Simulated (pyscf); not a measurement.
Elementary routes open to O=Sn(OH)–OH (SMILES [O]=[Sn]([OH])[OH]) + H• (SMILES [H]) in the gas phase (doublet surface):
A. •O–Sn(=O)–OH (SMILES [O][Sn](=[O])[OH]) + H₂ (SMILES [H][H]) (H–O broken; H–H formed)
B. [O=Sn–OH]• (SMILES [O]=[Sn][OH]) + H₂O (SMILES O) (O–Sn broken; H–O formed)

Single points on ωB97X-D3(BJ)/def2-SVP structures (PySCF, gas phase).

**Question.** Rank the routes by free-energy barrier at 1200 K, lowest first, for ωB97M-D3(BJ)/def2-TZVP energies (ideal gas, 1 atm, RRHO with modes under 100 cm⁻¹ raised to 100, one conformer, R ln 2 for chiral ones without a mode under 150 cm⁻¹).

**Answer.** B (139.0 kJ/mol), A (184.4 kJ/mol)

Route B is the fastest of these, ahead of the next by 45.4 kJ/mol. The most stable products are those of B (ΔG = -240.5 kJ/mol), so kinetics and thermodynamics agree. At 298 K B is still the fastest. B: On the product side the descent ends in a complex (not fully relaxed), 25.6 kJ/mol under the separated species and 267.2 kJ/mol under the saddle at ωB97X-D3(BJ)/def2-TZVP. Only these routes are compared; each barrier is that of the saddle found, and lower ones may exist. Elements past Kr carry the def2 core potentials, without spin-orbit coupling.
